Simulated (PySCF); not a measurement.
Species: N-methylacetamide, C3H7NO.
Numbering: `[CH3:1][NH:2][C:3]([CH3:4])=[O:5]` (hydrogens: H6, H7, H8 on C1; H9 on N2; H10, H11, H12 on C4)

The same species was optimised twice, with GFN2-xTB and with PBE0-D3(BJ)/def2-SVP (PySCF), and the same property calculations (PySCF, gas phase) were run on both structures.

```csv
coordinate,GFN2-xTB,PBE0-D3(BJ)/def2-SVP,change
N2–C3 (Å),1.355,1.360,+0.005
C3=O5 (Å),1.211,1.215,+0.004
C3–C4 (Å),1.516,1.513,-0.003
C1–N2 (Å),1.442,1.440,-0.002
N2–H9 (Å),1.007,1.009,+0.002
N2–C3–C4 (°),113.4,115.6,+2.2
C1–N2–C3 (°),122.7,120.7,-2.0
C1–N2–H9 (°),117.8,119.7,+1.9
C4–C3–O5 (°),123.8,122.5,-1.3
N2–C3–O5 (°),122.9,121.8,-1.1
C3–N2–H9 (°),119.5,119.6,+0.1
C1–N2–C3–C4 (°),180,179,-1
```

Rotational constants: A = 9943, B = 3932, C = 2921 MHz (GFN2-xTB) against A = 10126, B = 3910, C = 2924 MHz (PBE0-D3(BJ)/def2-SVP). Atoms that the bonding makes alike are paired by their places after alignment. End groups have turned between the structures, so H6, H7, H8, H10, H11, H12 are left out of the comparison.

On the GFN2-xTB structure: HOMO (eV) -7.22 [PBE0/pcSseg-1]; LUMO (eV) 1.04 [PBE0/pcSseg-1]; dipole (D) 3.88 [PBE0/pcSseg-1]; GIAO shielding of C1 (ppm) 160.6 [PBE0/pcSseg-1]; GIAO shielding of N2 (ppm) 149.3 [PBE0/pcSseg-1]; GIAO shielding of C3 (ppm) 18.6 [PBE0/pcSseg-1]; GIAO shielding of C4 (ppm) 162.9 [PBE0/pcSseg-1]; GIAO shielding of O5 (ppm) -81.8 [PBE0/pcSseg-1].

What do these properties become on the PBE0-D3(BJ)/def2-SVP structure?

```tsv
property	level	on GFN2-xTB	on PBE0-D3(BJ)/def2-SVP	change
HOMO (eV)	PBE0/pcSseg-1	-7.22	-7.19	+0.03
LUMO (eV)	PBE0/pcSseg-1	1.04	0.94	-0.10
dipole (D)	PBE0/pcSseg-1	3.88	3.87	-0.01
energy, GFN2-xTB geometry as zero (kcal/mol)	PBE0/pcSseg-1	0.0	0.0	0.0
GIAO shielding of C1 (ppm)	PBE0/pcSseg-1	160.6	156.4	-4.2
GIAO shielding of N2 (ppm)	PBE0/pcSseg-1	149.3	146.1	-3.2
GIAO shielding of C3 (ppm)	PBE0/pcSseg-1	18.6	15.3	-3.3
GIAO shielding of C4 (ppm)	PBE0/pcSseg-1	162.9	161.5	-1.4
GIAO shielding of O5 (ppm)	PBE0/pcSseg-1	-81.8	-97.9	-16.1
```

The heavy atoms differ by 0.029 Å rms after alignment. Among the bonds compared N2–C3 and C3=O5 change most and about equally (+0.004 to +0.005 Å). Changes are differences of the printed values. Neither structure is proved a minimum here.

The values belong to the conformer `[CH3:1][NH:2][C:3]([CH3:4])=[O:5]`: C1–N2–C3–C4 179°.
